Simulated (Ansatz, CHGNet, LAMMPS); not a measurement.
Rock-salt CaO: properties by level of theory

Reference values: lattice constant a 4.781 Å (measured, zero-point anharmonic expansion removed; as tabulated in Chen et al. (2018), doi:10.1103/physrevmaterials.2.073803); zone-centre TO phonon frequency 311 cm⁻¹ (measured, temperature not stated, not corrected to a static lattice; as tabulated in Roshan et al. (2021), arXiv:2110.13857); elastic constant C11 219 GPa (measured, room temperature, no zero-point or thermal correction; as tabulated in Speziale et al. (2006), doi:10.1029/2005jb003823); elastic constant C44 80 GPa (measured, room temperature, no zero-point or thermal correction; as tabulated in Speziale et al. (2006), doi:10.1029/2005jb003823).

```
level (code)                                  lattice parameter a (Å)  TO(Γ) frequency (cm⁻¹)  elastic constant C11 (GPa)  elastic constant C44 (GPa)
--------------------------------------------  -----------------------  ----------------------  --------------------------  --------------------------
ionic model lewis1985a (rigid ions, LAMMPS)                     4.808                     304                         223                        98.1
ionic model lewis1985c (shell model, LAMMPS)                    4.807                     289                         212                        98.6
CHGNet-r²SCAN                                                   4.809                       ?                         201                           ?
Hartree–Fock (Ansatz)                                           4.858                     298                         220                           ?
```

Task: Some entries are withheld; supply them.

Result: 
- CHGNet-r²SCAN, TO(Γ) frequency (cm⁻¹): 317
- CHGNet-r²SCAN, elastic constant C44 (GPa): 51.5
- Hartree–Fock (Ansatz, a first-principles code), elastic constant C44 (GPa): 87.7

Differences from the reference values (errors of the level alone only where the reference is corrected to a static lattice):

```
level                   lattice constant a (%)  zone-centre TO phonon frequency (%)  elastic constant C11 (%)  elastic constant C44 (%)
----------------------  ----------------------  -----------------------------------  ------------------------  ------------------------
ionic model lewis1985a                   +0.56                                 -2.3                      +1.8                       +23
ionic model lewis1985c                   +0.54                                 -7.1                      -3.2                       +23
CHGNet-r²SCAN                            +0.59                                 +1.9                      -8.2                       -36
Hartree–Fock                             +1.61                                 -4.2                      +0.5                      +9.6
```

Nearest: lattice constant a, not ranked (one source); zone-centre TO phonon frequency, not ranked (one source); elastic constant C11, not ranked (reference at room or unstated temperature); elastic constant C44, not ranked (reference at room or unstated temperature).

Empirical potentials (ionic model lewis1985a, ionic model lewis1985c) are fitted to chosen data: where that held the value shown, agreement is built in, and what lay outside the fit can be far off. Machine-learned potentials (CHGNet-r²SCAN) are trained on DFT data: a solid inside that data is no test of them.

Ansatz's density-functional and Hartree–Fock values are scalar-relativistic unless marked +SOC, with PAW data made under PBE.

Differences are worked out from the printed values.

Computed values are for the static lattice.
